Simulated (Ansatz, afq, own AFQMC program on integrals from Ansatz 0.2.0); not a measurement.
**Where AFQMC and coupled cluster stand for SiH$_{2}$Br, doublet**

```xyz
4

Br   -2.0949    0.3699    0.0000
H    -0.5259    0.3699    0.0000
Si    1.1121    0.3699    0.0000
H     1.5086   -1.1096    0.0000
```

Connectivity, by distances: Br ··· SiH, 1 bridging H.

Basis cc-pVTZ. Noble-gas cores (and the filled d shells of Ga–Kr and In–Xe) are frozen. AFQMC by an in-house program on the Cholesky factors that Ansatz 0.2.0 writes for its CCSD(T) run. The CISD trial takes its coefficients from CCSD amplitudes. Released means that phaseless walkers are propagated on without the constraint, phases kept. Error bars are statistical, one sigma. No spin–orbit coupling.

Determinant: UHF, the one that the program's search chose, which needn't be the lowest solution. The geometry is a point of a scan.

No full CI on the walks' own integrals is used here; CCSDT(Q) serves as the reference and is uncertain by about the last step of the cluster series.

Cautions: no relativity below Rb; no spin-orbit coupling; inner d shell frozen; an unrestricted solution with more broken spin lies lower (38 meV, ⟨S²⟩ 1.03); unrestricted determinant slightly spin contaminated (⟨S²⟩ 0.80 against 0.75).

The T1 diagnostic is 0.0185, the weight of the determinant in the CISD state is 0.842 and the ⟨S²⟩ of the determinant is 0.800. The size of the correlated space is 13 electrons in 86 orbitals.

Reference: CCSDT(Q), correlation energy -8.798 eV. The released energy is read at 2.40 1/Eh (meV from the phaseless value at times in 1/Eh: -6 ± 5 at 0.24, -8 ± 4 at 0.51, -14 ± 5 at 0.99, -24 ± 6 at 1.62, -14 ± 6 at 2.40).

| level | E − E(reference) (meV) | share of correlation (%) |
| --- | --- | --- |
| HF | 8797.8 | 0.00 |
| MP2 | 1478.4 | 83.20 |
| CCSD | 382.8 | 95.65 |
| CCSD(T) | 55.5 | 99.37 |
| CCSDT | 16.3 | 99.82 |
| ph-AFQMC/HF | 59.4 ± 27.5 | 99.32 |
| ph-AFQMC/CISD | 21.6 ± 5.3 | 99.75 |
| released AFQMC | 7.3 ± 6.3 | 99.92 |

A walk keeps the symmetry of its determinant, which the program's search chose and which needn't be the lowest solution, so a lower state of the same spin and another symmetry isn't excluded. Released energies are given only where the last usable release times agree within the noise; a slower fall can still hide under it.
